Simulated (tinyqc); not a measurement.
Inside a calculation. Method: Pariser-Parr-Pople SCF with singles CI, for the molecule c1ccccc1 (SMILES; centres numbered as the heavy atoms are written). One step of it, computed by the program tinyqc.

Problem. Iteration 1: Fock matrix. F_rr = H_rr + P_rr gamma_rr / 2 + sum_(s != r) P_ss gamma_rs; F_rs = H_rs - P_rs gamma_rs / 2; E = tr P (H + F) / 2 + core repulsion sum_(r<s) z_r z_s gamma_rs.

P at the start:
```
           1C         2C         3C         4C         5C         6C
1C   0.999928   0.666667  -0.000018  -0.333333  -0.000018   0.666667
2C   0.666667   1.000036   0.666667  -0.000018  -0.333333   0.000036
3C  -0.000018   0.666667   1.000036   0.666667   0.000036  -0.333333
4C  -0.333333  -0.000018   0.666667   0.999928   0.666667  -0.000018
5C  -0.000018  -0.333333   0.000036   0.666667   1.000036   0.666667
6C   0.666667   0.000036  -0.333333  -0.000018   0.666667   1.000036
```

core matrix H (eV):
```
            1C          2C          3C          4C          5C          6C
1C  -33.115059   -2.390000    0.000000    0.000000    0.000000   -2.390000
2C   -2.390000  -33.115640   -2.390000    0.000000    0.000000    0.000000
3C    0.000000   -2.390000  -33.115640   -2.390000    0.000000    0.000000
4C    0.000000    0.000000   -2.390000  -33.115059   -2.390000    0.000000
5C    0.000000    0.000000    0.000000   -2.390000  -33.115640   -2.390000
6C   -2.390000    0.000000    0.000000    0.000000   -2.390000  -33.115640
```

repulsion gamma_rs (eV):
```
           1C         2C         3C         4C         5C         6C
1C  11.130000   5.346287   3.872515   3.517455   3.872515   5.346287
2C   5.346287  11.130000   5.345539   3.872515   3.518103   3.873196
3C   3.872515   5.345539  11.130000   5.346287   3.873196   3.518103
4C   3.517455   3.872515   5.346287  11.130000   5.346287   3.872515
5C   3.872515   3.518103   3.873196   5.346287  11.130000   5.345539
6C   5.346287   3.873196   3.518103   3.872515   5.345539  11.130000
```

Centres (angstrom, eV; a flat drawing with bonds scaled to 1.40 angstrom):
```
centre          x          y  core charge z          W   gamma_rr
1C       1.400000   0.000000              1  11.160000  11.130000
2C       0.700000   1.212000              1  11.160000  11.130000
3C      -0.700000   1.212000              1  11.160000  11.130000
4C      -1.400000   0.000000              1  11.160000  11.130000
5C      -0.700000  -1.212000              1  11.160000  11.130000
6C       0.700000  -1.212000              1  11.160000  11.130000
```

Give: F; pi energy.

Solution.

F (eV):
```
        1C      2C      3C      4C      5C      6C
1C  -5.595  -4.172   0.000   0.586   0.000  -4.172
2C  -4.172  -5.595  -4.172   0.000   0.586   0.000
3C   0.000  -4.172  -5.595  -4.172   0.000   0.586
4C   0.586   0.000  -4.172  -5.595  -4.172   0.000
5C   0.000   0.586   0.000  -4.172  -5.595  -4.172
6C  -4.172   0.000   0.586   0.000  -4.172  -5.595
```

pi energy = -77.099 eV
